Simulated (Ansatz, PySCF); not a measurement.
Cohesive energy (eV/atom) of 22 oxides, computed with PBE (Ansatz, a quantum-chemistry and plane-wave program, PySCF; the runs differ in potentials, basis or settings) and with LDA in Ansatz (plane waves, PAW). The set holds measured phases with no doubt noted on the run or the magnetic state but for the caveats below. 15 more of the class have both values but aren't in it, for one of these reasons: built or high-temperature cells, doubts on the run or the magnetic state, unlike cells, values of zero, layered or molecular crystals, database compounds that came out metallic. Solids without a value at one level (not run, failed, or a magnetic order lost), or held back for tests, aren't counted.

All rows, in order of the shift (worked out from unrounded values):

```tsv
solid	PBE	LDA	shift (eV/atom)
rock-salt BaO	5.02	5.86	+0.84
rock-salt SrO	5.09	5.93	+0.84
rock-salt MgO	4.97	5.84	+0.87
rock-salt CaO	5.46	6.35	+0.89
rock-salt CdO	2.94	3.92	+0.97
wurtzite ZnO	3.54	4.53	+0.99
cuprite Ag2O	2.82	3.82	+1.01
SiO2 (P4₁2₁2, No. 92)	6.38	7.42	+1.03
rutile PbO2	3.86	4.90	+1.05
α-quartz (SiO2)	6.38	7.43	+1.05
corundum (α-Al2O3)	6.23	7.31	+1.09
cubic perovskite BaHfO3	6.86	7.95	+1.09
rutile SnO2	4.75	5.85	+1.09
cubic perovskite KTaO3	6.33	7.43	+1.09
cubic perovskite BaZrO3	6.77	7.87	+1.10
corundum Ga2O3 (metastable phase)	4.72	5.85	+1.13
anatase TiO2 (metastable phase)	6.89	8.10	+1.21
corundum Cr2O3	5.50	6.72	+1.22
rutile TiO2	6.86	8.09	+1.23
stishovite (SiO2)	6.19	7.43	+1.24
rutile CrO2	5.36	6.60	+1.24
hematite (α-Fe2O3)	5.12	6.46	+1.34
```

The shift from PBE to LDA has a median of +1.09 eV/atom, and eight in ten lie between +0.87 eV/atom and +1.24 eV/atom; LDA is the larger in 22 of 22.

Ansatz's runs of these crystals have no spin polarisation, but for corundum Cr2O3, rutile CrO2, hematite (α-Fe2O3).

Density-functional runs with spin start from opposed moments for corundum Cr2O3, parallel moments for rutile CrO2, opposed moments for hematite (α-Fe2O3).

Spin–orbit coupling is left out, also for the solids with elements from indium on (rutile SnO2, cubic perovskite BaZrO3, cubic perovskite KTaO3, rock-salt BaO, cubic perovskite BaHfO3, rutile PbO2); its size isn't shown.

Free atoms are spin-polarised, in the lowest state found; at levels without +SOC their spin–orbit coupling is left out. The solid named is at each level's own relaxed cell; a reference phase can be a single point on another level's cell. Ansatz's density-functional and Hartree–Fock values are scalar-relativistic unless marked +SOC, with PAW data made under PBE.
